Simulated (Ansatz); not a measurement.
Input file:

```yaml
crystal:
  periodic: [false, false, false]
  atoms:
    - {symbol: S, position_ang: [0.000000, 0.000000, 0.000000]}
    - {symbol: Mg, position_ang: [0.000000, 0.000000, 2.340400]}
basis:
  gaussian: {orbitals: 6-31G}
magnetization: {spin_polarized: false, initial_magnetization: 2}
correlation: {method: sc_nevpt2, electrons: valence, active_space: {window: {electrons: 16, orbitals: 10}, states: [{multiplicity: 3, weights: [0.5, 1]}, {multiplicity: 5, weights: [1]}]}}
output: {forces: true}
```

```sh
$ ansatz run in.yaml --threads 1 --pin off --events-out ev --progress --plain --max-ram 2393MiB
```

The program prints:

```
493 factors; integrals over basis functions are off by at most 2.0e-7 eV
mean field evaluation 1: about -16247.2641 eV, gradient 6.8e0 eV
mean field evaluation 2: about -16247.2787 eV, gradient 6.9e0 eV
mean field evaluation 4: about -16247.8789 eV, gradient 1.3e0 eV
mean field evaluation 8: about -16247.9227 eV, gradient 1.5e-4 eV
mean field evaluation 16: about -16247.9227 eV, gradient 1.6e-4 eV
mean field evaluation 32: about -16246.8080 eV, gradient 7.2e-1 eV
mean field -16247.92269497 eV, -597.1001458025 hartree, gradient 4.6e-6 eV, S^2 2.000000; 6 other end points of the search recorded, 0 dependent functions left out
reference -16247.92269497 eV, -597.1001458025 hartree; 15, 13 occupied and 11, 13 virtual orbitals, 493 factors
state -16247.80325290 eV, -597.0957563876 hartree
state -16247.74054463 eV, -597.0934519010 hartree
state -16247.80325290 eV, -597.0957563876 hartree; corrected -16248.81186289 eV, -597.1328221208 hartree
state -16247.74054463 eV, -597.0934519010 hartree; corrected -16248.75210890 eV, -597.1306262021 hartree
state -16244.02570755 eV, -596.9569341562 hartree
state -16244.02570755 eV, -596.9569341562 hartree; corrected -16244.83805208 eV, -596.9867872672 hartree
the calculation of the forces begins
Total energy: -16247.19843697 eV, -597.0735298119 hartree
Atom 0 at     0.000000     0.000000     0.000000 Å, force    -0.000000     0.000000    -1.718755 eV/Å
Atom 1 at     0.000000     0.000000     2.340400 Å, force    -0.000000    -0.000000     1.718755 eV/Å
Dipole moment:    -0.000000    -0.000000     0.152246 e Å
```

The total printed last is the weighted mean of the 3 states, 1.613 eV above the lowest of them, and is no single state's energy.

Forces (eV/Å):
```
S    0.000  0.000 -1.719
Mg   0.000  0.000  1.719
```

Ran on 1 thread of Arm Neoverse V2, shared host: 3.4 s wall, 0.09 GiB peak host memory.
